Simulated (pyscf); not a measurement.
`[OH][SiH2][SiH]([SiH3])[SiH3]` + `[H][H]` → `[SiH3][SiH]([SiH3])[SiH3]` + `[OH2]` (four-centre exchange; singlet surface; O–Si, H–H broken, H–Si, H–O formed). Structures and frequencies: ωB97X-D3(BJ)/def2-SVP in PySCF. Energies in kcal/mol from the separated reactants.

```csv
level,barrier,reaction energy
ωB97X-D3(BJ)/def2-TZVP,50.1,+14.5
PBE/def2-TZVP,43.9,+12.2
r²SCAN/def2-TZVP,47.5,+14.8
B3LYP-D3(BJ)/def2-TZVP,[?],+14.6
ωB97M-D3(BJ)/def2-TZVP,48.9,+14.0
HF/def2-TZVP,[?],[?]
```

**Question.** Some entries are withheld; supply them.

**Answer.** 
- B3LYP-D3(BJ)/def2-TZVP, barrier: 50.0
- HF/def2-TZVP, barrier: 68.5
- HF/def2-TZVP, reaction energy: +12.1

The functionals in the table span 6.2 kcal/mol in this barrier, from PBE to ωB97X-D3(BJ)/def2-TZVP. On the product side the descent ends in a complex (not fully relaxed), 4.0 kcal/mol under the separated species and 39.6 kcal/mol under the saddle at ωB97X-D3(BJ)/def2-TZVP. This is the saddle that the search found; another between the same sides may lie lower.
